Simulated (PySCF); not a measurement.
# Static response to an electric field

Ethynylsilane, C₂H₄Si.
Geometry (GFN2-xTB, Å), atoms numbered from 1 in this order:
```
atom  x, y, z in Å
C1     1.947   -0.108   -0.074
C2     0.753   -0.044    0.050
Si3   -1.083    0.062    0.234
H4     2.993   -0.167   -0.178
H5    -1.640    0.575   -1.020
H6    -1.591   -1.283    0.516
H7    -1.376    0.971    1.345
```

Level: wB97X-D/def2-SVPD (PySCF), static field, nuclei fixed, core orbitals frozen in the response. The polarisability tensor in these axes (au):

```
x   65.80 -1.37 -2.54
y   -1.37 40.90  0.14
z   -2.54  0.14 41.09
```

Give the principal values, the mean and the anisotropy Δα = √{½[(α1 − α2)² + (α2 − α3)² + (α1 − α3)²]}.

Principal values 40.82, 40.83 and 66.13 au; mean 49.26 au = 7.30 Å³ = 8.12 × 10⁻⁴⁰ C²·m²/J; Δα = 25.31 au (51 % of the mean).

What is the dipole moment?

0.15 D at this geometry.

Find the Langevin capture rate constant for NH4+ (18.034 u) meeting this molecule (56.008 u), k = 2.342 × 10⁻⁹ cm³/s × √(α in Å³ / reduced mass in u).

The reduced mass is 13.64 u, so k = 1.71 × 10⁻⁹ cm³/s.

Sum over states: ᾱ = Σ f/ω², ω in Eh. What share falls to these 8 lowest TDDFT singlets (eV, f)? 6.21, 0.0000; 6.46, 0.0010; 6.46, 0.0009; 8.00, 0.0147; 8.00, 0.0148; 8.63, 0.0005; 8.63, 0.0007; 8.78, 0.7158.

They add up to 7.26 au, 14.7 % of the 49.26 au; the largest single term is 6.87 au, from the state at 8.78 eV. Terms in order: 0.00, 0.02, 0.02, 0.17, 0.17, 0.01, 0.01, 6.87 au. Higher excitations give the rest. The strengths listed sum to 0.748.

What molar refraction does this α imply?

Lorentz–Lorenz: R = (4π/3)N_A α = 2.5225 cm³/(mol·Å³) × 7.30 Å³ = 18.4 cm³/mol, in the limit of long wavelengths.

Traceless (Buckingham) quadrupole moment about the centre of nuclear charge: eigenvalues?

-3.35, -3.34, 6.69 D·Å. The values depend on the origin, since the dipole doesn't vanish. The electronic extent ⟨r²⟩ about the same centre is 290 bohr², a root-mean-square distance of 1.64 Å for the 30 electrons.

In a dilute gas of rigid molecules at 250 K, how does the orientational term μ²/3kT compare with the electronic polarisability?

In Gaussian units μ²/3kT = 0.23 Å³ against 7.30 Å³, a ratio of 0.03; the Debye molar polarisation (4π/3)N_A(α + μ²/3kT) is 19.0 cm³/mol, leaving out the vibrational part.

Isolated species at its GFN2-xTB geometry, gas phase.

These values come from a run that also computed excited states. Hardware: an Arm Neoverse V2 with one thread (shared host). Cost: 3.5 s wall.

The pairwise dispersion term of wB97X-D wasn't added to the energies; at a given geometry it leaves orbitals and properties as they are.
